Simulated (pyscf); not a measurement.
## Four-centre exchange: HO–Zr(Cl)(Cl)–Cl + hydrogen fluoride (HF) → water (H₂O) + F–Zr(Cl)(Cl)–Cl

Gas phase, singlet surface, charge 0. Bonds broken: O1–Zr2, F7–H8. Bonds formed: O1–H8, Zr2–F7. Optimised with ωB97X-D3(BJ)/def2-SVP in PySCF.

Transition state (Å):

```xyz
8

O      0.1278     0.8656    -0.1027
Zr    -1.5241    -0.3284    -0.3841
Cl    -1.2744    -2.6209    -0.7009
Cl    -3.4214     0.5521    -1.4043
Cl    -2.0700    -0.1978     1.8827
H      0.5991     1.3386     0.5890
F     -0.2545     0.1309    -2.1425
H      0.2744     0.6735    -1.3585
```

One imaginary mode, 475i cm⁻¹; descent along it reached the two sides named, in the forms told below.

```tsv
bond	change	reactant side (Å)	saddle	product side
O1–Zr2	breaks	1.980	2.058	2.342
F7–H8	breaks	0.965	1.090	2.9
O1–H8	forms	1.634	1.279	0.966
Zr2–F7	forms	2.377	2.217	1.898
```

Electronic energies relative to the separated reactants (kcal/mol):

| level | barrier | reaction energy | reverse barrier |
|---|---|---|---|
| ωB97X-D3(BJ)/def2-TZVP | -6.4 | -8.1 | 1.7 |
| PBE/def2-TZVP | -6.6 | -10.2 | 3.6 |
| r²SCAN/def2-TZVP | -8.3 | -9.7 | 1.3 |
| B3LYP-D3(BJ)/def2-TZVP | -5.8 | -8.7 | 2.9 |
| PBE0-D3(BJ)/def2-TZVP | -6.4 | -8.3 | 2.0 |
| M06-2X/def2-TZVP | -7.4 | -6.1 | -1.2 |
| ωB97M-D3(BJ)/def2-TZVP | -5.1 | -8.4 | 3.3 |
| HF/def2-TZVP | 5.1 | -7.5 | 12.6 |

With ωB97M-D3(BJ)/def2-TZVP energies and thermal terms (ideal gas, 1 atm, RRHO with modes under 100 cm⁻¹ raised to 100, one conformer, R ln 2 for chiral ones without a mode under 150 cm⁻¹), in kcal/mol:

| T (K) | ΔH‡ | ΔG‡ | ΔH | ΔG |
|---|---|---|---|---|
| 298 | -5.9 | 4.4 | -7.7 | -8.1 |
| 600 | -6.4 | 15.0 | -8.4 | -8.3 |
| 900 | -6.3 | 25.6 | -8.9 | -8.1 |
| 1200 | -5.9 | 36.2 | -9.4 | -7.8 |

On the reactant side the descent ends in an adduct with a F–Zr contact, 8.5 kcal/mol under the separated species and 2.1 kcal/mol under the saddle at ωB97X-D3(BJ)/def2-TZVP. On the product side the descent ends in an adduct with a O–Zr contact (not fully relaxed), 19.1 kcal/mol under the separated species and 20.8 kcal/mol under the saddle at ωB97X-D3(BJ)/def2-TZVP. At ωB97X-D3(BJ)/def2-TZVP, PBE, r²SCAN, B3LYP-D3(BJ), PBE0-D3(BJ), M06-2X, ωB97M-D3(BJ) the saddle lies under the separated reactants, which points to a path from their complex (located at ωB97X-D3(BJ) alone). At M06-2X the saddle lies under the separated products, which points to a path from their complex (located at ωB97X-D3(BJ) alone). What is counted as formed (F–Zr) is already present as a longer contact in the reactant adduct; forming that adduct is a step of its own. What is counted as broken (O–Zr) persists as a longer contact in the product adduct; parting that adduct is a step of its own. This is the saddle that the search found; another between the same sides may lie lower. Elements past Kr carry the def2 core potentials, without spin-orbit coupling.
